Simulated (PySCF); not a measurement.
Molecule: Acrylamide, C₃H₅NO.

Mapped SMILES: `[CH2:1]=[CH:2][C:3]([NH2:4])=[O:5]` (H(Xn): hydrogen on atom n). Ha(C1) is cis to C3; Ha(N4) is cis to the C=O or C=S heteroatom; Hb(C1) is trans to C3; Hb(N4) is trans to the C=O or C=S heteroatom.

Spin–spin couplings on one PBE0-D3(BJ)/def2-SVP geometry, PySCF 2.14, gas phase, non-relativistic, equivalent pairs averaged (spin–dipole term only in couplings to heteroatoms); isotopes 13C, 1H, 15N; basis pcJ-1.

Problem. How do the couplings (Hz) change with the functional? Times are CPU seconds on shared hosts with different chips, so compare them loosely.

Solution. 
```tsv
functional	functions	1J(C1,Ha(C1))	1J(C1,Hb(C1))	1J(C2,H(C2))	1J(N4,Ha(N4))	1J(N4,Hb(N4))	1J(C1,C2)	1J(C2,C3)	core-s
LDA	185	132.9	131.0	124.4	-77.8	-76.8	58.3	47.4	11
PBE	185	157.9	154.7	146.4	-88.0	-86.4	70.6	57.8	16
KT2	185	168.4	165.7	155.9	-96.3	-93.9	59.6	48.0	17
B3LYP	185	173.3	169.1	161.7	-96.0	-94.9	78.0	66.3	18
PBE0	185	164.0	160.4	153.4	-92.0	-91.0	75.4	64.3	16
B97-2	185	158.0	154.4	146.9	-88.9	-87.9	74.9	63.6	15
BHandHLYP	185	187.9	182.9	176.7	-103.7	-102.9	90.2	77.5	21
CAM-B3LYP	185	170.9	166.6	160.3	-95.8	-95.1	76.4	66.4	20
``` Left out for a near triplet instability: HF/pcJ-1.
